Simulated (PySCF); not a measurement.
Orbital energies, ionisation energy and electron affinity

Compound: CH6N (charge +1).
Cartesian coordinates in Å at the PBE0-D3(BJ)/def2-SVP level; atoms count from 1:
```xyz
8
CH6N angstrom
C     -0.7301    0.1013   -0.0364
N      0.7452   -0.1142    0.0026
H     -1.1656   -0.5703   -0.7858
H     -0.9265    1.1459   -0.3046
H     -1.1454   -0.1190    0.9540
H      0.9862   -1.0828    0.2535
H      1.2060    0.4960    0.6915
H      1.1866    0.0762   -0.9076
```

Level: CAM-B3LYP/def2-SVPD (PySCF). Frontier orbitals with their largest atomic shares (Löwdin; up to four atoms above 4 %):

```
orbital  ε (eV)                          main atoms
 HOMO−3  -23.91   N2 54 %, H6 16 %, H8 15 %, C1 9 %
 HOMO−2  -21.26    N2 38 %, C1 35 %, H5 7 %, H3 7 %
 HOMO−1  -18.79                                   ?
   HOMO  -18.79                                   ?
   LUMO   -4.60  N2 23 %, H8 16 %, H7 16 %, H6 16 %
 LUMO+1   -2.74  C1 28 %, H3 12 %, H5 12 %, H4 12 %
 LUMO+2   -2.63   H8 37 %, N2 22 %, H6 21 %, H7 6 %
```

Question: What vertical ionisation energy does ΔSCF give, and how far is −ε(HOMO) from it?

Answer: ΔSCF: 20.44 eV (1972 kJ/mol; threshold wavelength 60.6 nm); ⟨S²⟩ of the doublet left behind is 0.754, against 0.75 for a pure doublet. −ε(HOMO) is 18.79 eV, 1.65 eV below it. For the exact functional −ε(HOMO) would equal the first vertical ionisation energy; CAM-B3LYP (range-separated hybrid) falls short of its own ΔSCF value by 8 %. Holes in the HOMO−1 and HOMO−2 were tried too where these lie within 1.2 eV of the HOMO; the lowest converged state counts.

Question: On which atoms does the HOMO lie?

Answer: HOMO: C1 46 %, H5 21 %, H3 14 %, N2 10 %; HOMO−1: C1 46 %, H4 22 %, H3 12 %, N2 10 %. These 2 orbitals lie within 0.02 eV of one another. The HOMO−2 lies 2.47 eV lower.

Question: And the vertical electron affinity, the fundamental gap, Mulliken's electronegativity and the hardness (with the factor ½)?

Answer: EA = 3.72 eV by ΔSCF (−ε(LUMO) = 4.60 eV). IE − EA = 16.72 eV against an orbital gap of 14.19 eV; (IE + EA)/2 = 12.08 eV; (IE − EA)/2 = 8.36 eV. Parr's electrophilicity index (IE + EA)²/[8(IE − EA)] is 4.36 eV.

Question: What kinetic energy would electrons from this vertical process carry with He II light (40.814 eV)?

Answer: 40.81 − 20.44 = 20.37 eV.

Question: Shift the occupied levels rigidly so that −ε(HOMO) equals the ΔSCF value. What binding energies result?

Answer: The shift is +1.65 eV: HOMO 20.44, HOMO−1 20.44, HOMO−2 22.91, HOMO−3 25.56 eV. A rigid shift is only a rough guide to the deeper ionisations.

Question: The lowest singlet excitation (vertical TDDFT, same level) lies at 10.63 eV. How far is it below IE − EA?

Answer: IE − EA = 16.72 eV, so by 6.09 eV.

Isolated species at its PBE0-D3(BJ)/def2-SVP geometry, gas phase.
